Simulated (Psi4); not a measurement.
**CCl3F (trichlorofluoromethane) at CCSD(T)/6-31G(d) (spherical functions)**

Aim: the vertical singlet–triplet gap of CCl3F (trichlorofluoromethane) at CCSD(T)/6-31G* (spherical functions), from 2 runs. 

Program for the calculation: Psi4 1.11.

1 further run of the same task is left out (set aside as unsound or not needed).

## (1) The structure to begin with

The species is CCl3F (5 atoms), meant as a singlet with charge 0. SMILES: `FC(Cl)(Cl)Cl`. The shape is that of a PBE0-D4/def2-TZVP optimisation.

Bond lengths: F1–C2 1.333 Å, C2–Cl3 1.760 Å, C2–Cl4 1.760 Å, C2–Cl5 1.760 Å. Angles: F1–C2–Cl3 108.5°, F1–C2–Cl4 108.5°, F1–C2–Cl5 108.5°, Cl3–C2–Cl4 110.4°, Cl3–C2–Cl5 110.4°, Cl4–C2–Cl5 110.4°.

## (2) A single-point energy at CCSD(T)/6-31G(d) (spherical functions)

Contents of ccl3f.json:

```json
{
  "schema_name": "qcschema_input",
  "schema_version": 1,
  "molecule": {
    "schema_name": "qcschema_molecule",
    "schema_version": 2,
    "symbols": ["F", "C", "Cl", "Cl", "Cl"],
    "geometry": [1.72320346, -1.55095492, 1.28002489, 0.08441407, -0.07598589, 0.06272001, -2.61634472, 0.29783973, 1.967186, -0.71803924, -1.53914413, -2.81410456, 1.52674753, 2.86824521, -0.49584524],
    "molecular_charge": 0,
    "molecular_multiplicity": 1,
    "fix_symmetry": "c1",
    "fix_com": true,
    "fix_orientation": true
  },
  "driver": "energy",
  "model": {
    "method": "ccsd(t)",
    "basis": "6-31G*"
  },
  "keywords": {
    "reference": "rhf",
    "puream": true,
    "e_convergence": 1e-09,
    "d_convergence": 1e-08,
    "scf_type": "pk",
    "num_frozen_docc": 17
  }
}
```

Launch:

```
psi4 --qcschema ccl3f.json -n 1 --memory 2200MB
```

stdout:

```text
[...]
  Running in c1 symmetry.
[...]
  Nuclear repulsion =  368.460948696479875
[...]
  Multiplicity = 1
[...]
  Nalpha       = 33
  Nbeta        = 33
[...]
    Number of basis functions: 82
[...]
   @RHF iter   1: -1515.54726403441282    6.28295e-02   6.66367e-03 DIIS/ADIIS
[...]
   @RHF iter  11: -1515.70497815311614   -1.11413e-11   5.93532e-09 DIIS
[...]
    Orbital Energies [Eh]
    ---------------------
    Doubly Occupied:
       1A   -104.860043     2A   -104.860042     3A   -104.860019
       4A    -26.363932     5A    -11.524406     6A    -10.600783
       7A    -10.600782     8A    -10.600754     9A     -8.069339
      10A     -8.069328    11A     -8.069326    12A     -8.065385
      13A     -8.065384    14A     -8.065379    15A     -8.065355
      16A     -8.065353    17A     -8.065353    18A     -1.696392
      19A     -1.253160    20A     -1.138781    21A     -1.138779
      22A     -0.899968    23A     -0.766274    24A     -0.766274
      25A     -0.746402    26A     -0.608900    27A     -0.608900
      28A     -0.527066    29A     -0.512128    30A     -0.512127
      31A     -0.479412    32A     -0.479411    33A     -0.464432
[...]
  @RHF Final Energy: -1515.70497815311614
   => Energetics <=
    Nuclear Repulsion Energy =            368.4609486964798748
    One-Electron Energy =               -2829.3931118355171748
    Two-Electron Energy =                 945.2271849859210988
    Total Energy =                      -1515.7049781531159169
[...]
 Multipole Moments:
 ------------------------------------------------------------------------------------
     Multipole            Electronic (a.u.)      Nuclear  (a.u.)        Total (a.u.)
 ------------------------------------------------------------------------------------
 L = 1.  Multiply by 2.5417464519 to convert [e a0] to [Debye]
 Dipole X            :         14.5947204          -14.7145037           -0.1197833
 Dipole Y            :        -13.1356788           13.2434841            0.1078054
 Dipole Z            :         10.8414874          -10.9304405           -0.0889531
 Magnitude           :                                                    0.1840725
[...]
      * MP2 total energy                      = -1516.394618095900569
[...]
      * CCSD total energy                     = -1516.430882045077396
[...]
      * CCSD(T) total energy                  = -1516.452026184080296
[...]
```

The result, in JSON:

```text
{
 "driver": "energy",
 "model": {
  "method": "ccsd(t)",
  "basis": "6-31G*"
 },
 "success": true,
 "return_result": -1516.4520261840803,
 "properties": {
  "calcinfo_nbasis": 82,
  "calcinfo_nmo": 82,
  "calcinfo_nalpha": 33,
  "calcinfo_nbeta": 33,
  "calcinfo_natom": 5,
  "nuclear_repulsion_energy": 368.4609486964799,
  "return_energy": -1516.4520261840803,
  "scf_one_electron_energy": -2829.393111835517,
  "scf_two_electron_energy": 945.2271849859211,
  "scf_dipole_moment": [-0.11978330882236676, 0.10780539663832833, -0.08895309280287478],
  "scf_total_energy": -1515.7049781531161,
  "scf_iterations": 11,
  "mp2_same_spin_correlation_energy": -0.19010750006176552,
  "mp2_opposite_spin_correlation_energy": -0.49953244272164027,
  "mp2_singles_energy": -9.94484913447727e-28,
  "mp2_doubles_energy": -0.6896399427834058,
  "mp2_correlation_energy": -0.6896399427834058,
  "mp2_total_energy": -1516.3946180959006,
  "ccsd_same_spin_correlation_energy": -0.17478570639139057,
  "ccsd_opposite_spin_correlation_energy": -0.551118185568949,
  "ccsd_singles_energy": 0.0,
  "ccsd_doubles_energy": -0.7259038919603396,
  "ccsd_correlation_energy": -0.7259038919603397,
  "ccsd_total_energy": -1516.4308820450774,
  "ccsd_iterations": 17,
  "ccsd_prt_pr_correlation_energy": -0.7470480309632345,
  "ccsd_prt_pr_total_energy": -1516.4520261840803
 }
}
```

It took 64 s on 1 thread of Intel Xeon at 2.50GHz (Skylake/Cascade Lake), shared host; peak memory 0.43 GiB.

## (3) The triplet, same level

Contents of calc.inp:

```
memory 2200 MB

molecule {
  0 3
  F      0.911880    -0.820730     0.677360
  C      0.044670    -0.040210     0.033190
  Cl    -1.384510     0.157610     1.040990
  Cl    -0.379970    -0.814480    -1.489160
  Cl     0.807920     1.517810    -0.262390
  symmetry c1
  no_reorient
  no_com
}

set {
  basis 6-31G*
  reference uhf
  puream true
  e_convergence 1e-09
  d_convergence 1e-08
  scf_type pk
  num_frozen_docc 17
  maxiter 100
}

energy_value, wavefunction = energy("ccsd(t)", return_wfn=True)
```

Launch:

```
psi4 -n 1 calc.inp calc.out
```

calc.out:

```text
[...]
  Running in c1 symmetry.
[...]
  Nuclear repulsion =  368.460948749158433
[...]
  Multiplicity = 3
[...]
  Nalpha       = 34
  Nbeta        = 32
[...]
    Number of basis functions: 82
[...]
   @UHF iter   1: -1515.35206877094993    2.58025e-01   4.80008e-03 ADIIS/DIIS
[...]
   @UHF iter  17: -1515.43201412496296    9.09495e-13   5.26267e-09 DIIS
[...]
   @S^2 Observed:                2.033124295E+00
[...]
    Orbital Energies [Eh]
    ---------------------
    Alpha Occupied:
       1A   -104.881416     2A   -104.881413     3A   -104.881391
       4A    -26.364414     5A    -11.472416     6A    -10.620332
       7A    -10.620330     8A    -10.620313     9A     -8.093430
      10A     -8.093427    11A     -8.093420    12A     -8.089530
      13A     -8.089521    14A     -8.089518    15A     -8.082402
      16A     -8.082399    17A     -8.082397    18A     -1.695147
      19A     -1.279223    20A     -1.170774    21A     -1.170771
      22A     -0.920875    23A     -0.783749    24A     -0.769093
      25A     -0.769092    26A     -0.628667    27A     -0.628666
      28A     -0.548580    29A     -0.548578    30A     -0.542668
      31A     -0.512376    32A     -0.502460    33A     -0.502458
      34A     -0.209350
[...]
  @UHF Final Energy: -1515.43201412496296
   => Energetics <=
    Nuclear Repulsion Energy =            368.4609487491584332
    One-Electron Energy =               -2828.7737879313658595
    Two-Electron Energy =                 944.8808250572445786
    Total Energy =                      -1515.4320141249627341
  UHF NO Occupations:
  HONO-2 :   32  A 1.9961571
  HONO-1 :   33  A 1.0000000
[...]
 Multipole Moments:
 ------------------------------------------------------------------------------------
     Multipole            Electronic (a.u.)      Nuclear  (a.u.)        Total (a.u.)
 ------------------------------------------------------------------------------------
 L = 1.  Multiply by 2.5417464519 to convert [e a0] to [Debye]
 Dipole X            :         14.6577407          -14.7145037           -0.0567630
 Dipole Y            :        -13.1923408           13.2434841            0.0511434
 Dipole Z            :         10.8882714          -10.9304405           -0.0421691
 Magnitude           :                                                    0.0872692
[...]
      * MP2 total energy                      = -1516.153662393902323
[...]
      * CCSD total energy                     = -1516.183056206319861
[...]
      * CCSD(T) total energy                     = -1516.215619479097086
[...]
```

Wall time 4.8 min (1 thread of Intel Xeon at 2.50GHz (Skylake/Cascade Lake), shared host); peak memory 0.43 GiB.

## (4) Results

At CCSD(T)/6-31G* (spherical functions), 17 core orbitals frozen:

| quantity | value |
| --- | --- |
| singlet: total energy | -1516.45203 Eh |
| singlet: HOMO energy (Hartree–Fock orbitals) | -12.64 eV |
| singlet: LUMO energy (Hartree–Fock orbitals) | 2.94 eV |
| singlet: HOMO–LUMO gap (Hartree–Fock orbitals) | 15.58 eV |
| singlet: correlation energy (17 core orbitals frozen) | -747.0 mEh |
| singlet: (T) correction | -21.14 mEh |
| singlet: T1 diagnostic | 0.010 |
| triplet: total energy | -1516.21562 Eh |
| triplet: HOMO energy (Hartree–Fock orbitals) (highest over α and β) | -5.70 eV |
| triplet: LUMO energy (Hartree–Fock orbitals) (lowest over α and β) | -4.84 eV |
| triplet: correlation energy (17 core orbitals frozen) | -783.6 mEh |
| triplet: (T) correction | -32.56 mEh |
| triplet: ⟨S²⟩ of the reference determinant | 2.033 |
| triplet: T1 diagnostic | 0.021 |
| vertical energy of the triplet above the singlet | 6.433 eV |

In words: At this shape the triplet lies 6.43 eV (148 kcal/mol) above the singlet. The triples (singlet) make up 2.8 % of the correlation energy. The triples (triplet) make up 4.2 % of the correlation energy.
